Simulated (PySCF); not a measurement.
**Basis-set dependence of population analyses: `FC(F)Cl`**

Compound: CHClF2.
SMILES with atom numbers: `[F:1][CH:2]([F:3])[Cl:4]` (hydrogens: H5 on C2)

PBE0 throughout (PySCF), one geometry, spherical d and f functions. Geometry: PBE0-D3(BJ)/def2-SVP; no solvent, vibrations or thermal averaging. Atoms taken as equivalent share a column and are averaged.

Mulliken charges (e):

```json
{"basis": "STO-3G", "functions": "25", "F1/F3": "-0.068", "C2": "+0.191", "Cl4": "-0.164", "H5": "+0.109"}
{"basis": "6-31G", "functions": "42", "F1/F3": "-0.259", "C2": "+0.196", "Cl4": "+0.097", "H5": "+0.227"}
{"basis": "6-31G*", "functions": "62", "F1/F3": "-0.268", "C2": "+0.375", "Cl4": "-0.035", "H5": "+0.196"}
{"basis": "def2-SVP", "functions": "65", "F1/F3": "-0.183", "C2": "+0.437", "Cl4": "-0.145", "H5": "+0.075"}
{"basis": "6-311+G(2d,p)", "functions": "122", "F1/F3": "-0.210", "C2": "+0.172", "Cl4": "+0.065", "H5": "+0.182"}
{"basis": "def2-TZVP", "functions": "136", "F1/F3": "-0.146", "C2": "+0.272", "Cl4": "-0.090", "H5": "+0.110"}
```

IAO charges (e):

| basis | functions | F1/F3 | C2 | Cl4 | H5 |
| --- | --- | --- | --- | --- | --- |
| STO-3G | 25 | -0.101 | +0.178 | -0.104 | +0.129 |
| 6-31G | 42 | -0.242 | +0.364 | -0.060 | +0.180 |
| 6-31G* | 62 | -0.259 | +0.439 | -0.078 | +0.157 |
| def2-SVP | 65 | -0.262 | +0.442 | -0.072 | +0.154 |
| 6-311+G(2d,p) | 122 | -0.272 | +0.442 | -0.067 | +0.169 |
| def2-TZVP | 136 | -0.273 | +0.452 | -0.069 | +0.164 |

Hirshfeld charges (e):

```csv
basis,functions,F1/F3,C2,Cl4,H5
STO-3G,25,-0.036,+0.253,-0.208,+0.028
6-31G,42,-0.089,+0.186,-0.073,+0.066
6-31G*,62,-0.078,+0.183,-0.089,+0.062
def2-SVP,65,-0.084,+0.173,-0.061,+0.056
"6-311+G(2d,p)",122,-0.089,+0.163,-0.048,+0.063
def2-TZVP,136,-0.086,+0.164,-0.053,+0.061
```

ESP-fitted charges (e):

| basis | functions | F1/F3 | C2 | Cl4 | H5 |
| --- | --- | --- | --- | --- | --- |
| STO-3G | 25 | -0.078 | +0.364 | -0.247 | +0.039 |
| 6-31G | 42 | -0.172 | +0.355 | -0.139 | +0.128 |
| 6-31G* | 62 | -0.063 | +0.025 | -0.084 | +0.184 |
| def2-SVP | 65 | -0.100 | +0.125 | -0.083 | +0.159 |
| 6-311+G(2d,p) | 122 | -0.061 | -0.049 | -0.042 | +0.214 |
| def2-TZVP | 136 | -0.067 | -0.010 | -0.054 | +0.197 |

Problem. Which scheme is steadiest as the basis changes?

Solution. Largest range over the bases for any column: Hirshfeld 0.16 e, Mulliken 0.26 e, IAO 0.27 e, ESP-fitted 0.41 e. Hirshfeld charges move least and ESP-fitted charges most, counted in e. Without the minimal STO-3G basis the ranges are Hirshfeld 0.04, Mulliken 0.26, IAO 0.09, ESP-fitted 0.40 e.

Problem. How much do the charges still move between the two largest bases, 6-311+G(2d,p) and def2-TZVP?

Solution. At most, over all atoms: Mulliken 0.155 e, IAO 0.009 e, Hirshfeld 0.005 e, ESP-fitted 0.039 e.

Problem. What do the same runs give for the total energy, the frontier levels and the dipole moment?

Solution. 
```csv
basis,energy (Eh),HOMO (eV),LUMO (eV),μ (D)
STO-3G,-689.8653,-6.92,4.35,1.90
6-31G,-698.0902,-9.67,0.48,1.74
6-31G*,-698.1733,-9.41,0.69,1.43
def2-SVP,-697.8737,-9.37,1.12,1.43
"6-311+G(2d,p)",-698.2957,-9.63,0.00,1.42
def2-TZVP,-698.3236,-9.56,0.44,1.39
```

The dipole is fixed by the density alone, so its range of 0.51 D shows that the density itself changes with the basis, not only its division among atoms.
